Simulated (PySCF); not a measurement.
**Basis set benchmark on one molecule**

Molecule: SMILES C=CCl, C$_{2}$H$_{3}$Cl.

Structure with atom numbers: `[CH2:1]=[CH:2][Cl:3]`; H(Xn) means a hydrogen on atom n. Ha(C1) is cis to Cl3; Hb(C1) is trans to Cl3.

Geometry PBE0-D3(BJ)/def2-SVP throughout; GIAO in PySCF 2.14.0 with density-fitted response routines, gas phase, one conformer, non-relativistic; equivalent atoms averaged; functional PBE0.

Reference values (estimated from measurements, as parent shift plus tabulated substituent increments; solution, not stated per compound (mostly CDCl3 or CCl4); Pretsch, Buehlmann, Badertscher, Structure Determination of Organic Compounds, 4th ed. (2009)): δ(C2) = 126.1 ppm, δ(C1) = 117.2 ppm. Computed shifts are taken against TMS, calculated as an isolated molecule at each level.

How do the basis sets STO-3G, 6-31G, pcSseg-0, 6-31G*, def2-SVP, cc-pVDZ, pcSseg-1, aug-cc-pVDZ, 6-311+G(2d,p), def2-TZVP, cc-pVTZ, IGLO-III, pcSseg-2, pcSseg-3 perform against the reference? Times are CPU seconds on shared hosts with different chips, so compare them loosely.

Answers


```
    basis set  functions     C2     C1  mean abs. error C  core-s
       STO-3G         22  115.4  106.1               10.9     0.7
        6-31G         37  130.3  117.2                2.1     1.4
     pcSseg-0         37  148.5  131.6               18.4     1.3
       6-31G*         52  125.9  114.3                1.5     1.9
     def2-SVP         61  133.3  115.7                4.4     1.7
      cc-pVDZ         61  133.8  117.5                4.0       2
     pcSseg-1         73  141.0  125.1               11.4     2.5
  aug-cc-pVDZ        100  134.1  116.2                4.5       3
6-311+G(2d,p)        107  138.8  121.9                8.7     3.3
    def2-TZVP        117  140.1  123.0                9.9     3.8
      cc-pVTZ        136  139.1  122.4                9.1     4.5
     IGLO-III        144  143.7  125.2               12.8     4.4
     pcSseg-2        157  144.6  127.3               14.3     5.8
     pcSseg-3        319  144.3  127.6               14.3      18
```

For 13C the closest is 6-31G* (1.5 ppm) and the furthest pcSseg-0 (18.4 ppm). Where a smaller basis beats a larger one, errors probably cancel; the largest sets show where the functional converges. One molecule is a small sample, and vibrational and solvent effects are absent from the calculation.

A small basis that lands close on one nucleus may do so by chance; judge by the trend and by all nuclei.
